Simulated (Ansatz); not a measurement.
**Si2H3 (quartet): the correlation ladder, cc-pVDZ**

An exercise on one series of results from a longer session: the logs are not shown, and one member is left open.

Computed with Ansatz 0.2.0, Gaussian basis. Level: cc-pVDZ, core rule «outside noble gas», up to 10 orbitals frozen.

To be run: UHF; CCSD(T) on ROHF; CCSD(T) on UHF; BCCD(T) on ROHF; CISD; CCSDT(Q) on ROHF; CCSDT(Q) on UHF; CASSCF and MRCISD+Q, 11 electrons in 11 orbitals; CASSCF and NEVPT2, 11 electrons in 11 orbitals.

20 further runs of the same task are left out: 9 that didn't finish, 11 set aside as unsound or not needed.

**The geometry**

The geometry is a PBE0/def2-TZVP stationary point (not a proven minimum) of the parent state, kept for this charge and spin.

5 atoms, charge 0, spin multiplicity 4.

Atoms are counted from 1 here; the program's logs count them from 0.

Bond lengths: Si1–Si2 2.368 Å, Si1–H3 1.491 Å, Si1–H4 1.501 Å, Si1–H5 1.491 Å. Angles: Si2–Si1–H3 116.7°, Si2–Si1–H4 99.3°, Si2–Si1–H5 116.7°, H3–Si1–H4 107.5°, H3–Si1–H5 108.0°, H4–Si1–H5 107.5°.

Coordinates:

```
Si    0.0051    0.0000    1.0965
Si    0.0071    0.0000   -1.2715
H     0.5687    1.2062    1.7682
H    -1.4762    0.0000    1.3384
H     0.5687   -1.2062    1.7682
```

Set-up of the first run:

Contents of in.yaml:

```yaml
crystal:
  periodic: [false, false, false]
  atoms:
    - {symbol: Si, position_ang: [0.005068, 0.000000, 1.096519]}
    - {symbol: Si, position_ang: [0.007092, 0.000000, -1.271468]}
    - {symbol: H, position_ang: [0.568683, 1.206193, 1.768182]}
    - {symbol: H, position_ang: [-1.476221, -0.000005, 1.338443]}
    - {symbol: H, position_ang: [0.568691, -1.206189, 1.768182]}
basis:
  gaussian: {orbitals: cc-pVDZ}
magnetization: {spin_polarized: true, initial_magnetization: 3}
hamiltonian: {xc: hf}
output: {orbitals: {seedname: orbitals}}
```

Started as:

```
ansatz run in.yaml --threads 1 --pin off --events-out ev --progress --plain --max-ram 2393MiB
```

Steps of the session up to this table: UHF; CCSD(T) on ROHF; CCSD(T) on UHF; BCCD(T) on ROHF; CISD; CCSDT(Q) on ROHF; CCSDT(Q) on UHF; CASSCF and MRCISD+Q, 11 electrons in 11 orbitals; CASSCF and NEVPT2, 11 electrons in 11 orbitals.

One of the session's tables, all rows but one given; the rest of the session is left out.

It belongs to the step «Misses and costs». 

```
          method  from UCCSDT(Q) (kJ/mol)
            ROHF                   +524.2
             UHF                   +521.1
            RMP2                   +123.1
            UMP2                   +123.1
            CISD                        ?
           RCCSD                    +18.1
           UCCSD                    +18.1
        RCCSD(T)                     +4.0
        UCCSD(T)                     +4.0
         BCCD(T)                     +4.0
          RCCSDT                     +0.7
          UCCSDT                     +0.7
       RCCSDT(Q)                      0.0
       UCCSDT(Q)                        0
  CASSCF valence                   +366.7
  NEVPT2 valence                   +111.3
  MRCISD valence                    +31.7
MRCISD+Q valence                     +5.2
```

**Question.** Estimate the row for CISD.

**Answer.** from UCCSDT(Q) (kJ/mol): +55.4. In the column «from UCCSDT(Q) (kJ/mol)» it lies between MRCISD valence (+31.7) and NEVPT2 valence (+111.3).

To keep in mind: Restricted and unrestricted rows rest on different reference determinants; where their highest levels disagree by more than a few hundredths of an eV, they describe different states and don't form one ladder.
